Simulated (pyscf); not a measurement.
This saddle point was located with ωB97X-D3(BJ)/def2-SVP in PySCF.

```xyz
17

N     -1.0926    -1.7883     1.0378
Si    -0.4457    -0.2552     0.3947
Si     0.1057     1.1203     2.1917
Si    -2.1792     0.7167    -0.8282
Si     1.4055    -0.4789    -1.0150
H     -0.1292    -2.3606     1.7419
H     -1.2144    -2.4956     0.3021
H     -1.0923     1.3858     3.0404
H      0.6203     2.4172     1.6577
H      1.1695     0.4889     3.0275
H     -2.6030    -0.1958    -1.9323
H     -3.3533     0.9999     0.0470
H     -1.6919     1.9969    -1.4235
H      2.5748    -1.0279    -0.2651
H      1.0851    -1.4069    -2.1424
H      1.7751     0.8534    -1.5808
H      0.6858    -2.7136     1.9070
```
Charge 0, spin multiplicity 2.

Surface: doublet, charge 0. Lowest wavenumbers (cm⁻¹): 1406i, 80, 81, 84, 95.

Q: What reaction is this the transition state of?

A: H₂N–Si(SiH₃)(SiH₃)–SiH₃ + H atom (H•) <-> •HN–Si(SiH₃)(SiH₃)–SiH₃ + hydrogen (H₂), a hydrogen abstraction read from left to right: H–N broken and H–H formed. At ωB97M-D3(BJ)/def2-TZVP it lies +14.0 kcal/mol from the left side and +9.2 kcal/mol from the right (each side as separated species at their lowest minima found). H₂N–Si(SiH₃)(SiH₃)–SiH₃ lies 12.7 kcal/mol over its isomer H₃Si–NH–SiH(SiH₃)–SiH₃ (electronic energy, ωB97M-D3(BJ)/def2-TZVP). •HN–Si(SiH₃)(SiH₃)–SiH₃ lies 36.9 kcal/mol over its isomer H₃Si–NH–Si•(SiH₃)–SiH₃ (electronic energy, ωB97M-D3(BJ)/def2-TZVP). This is the saddle that the search found; another between the same sides may lie lower. The angle at the transferred H is 157°.
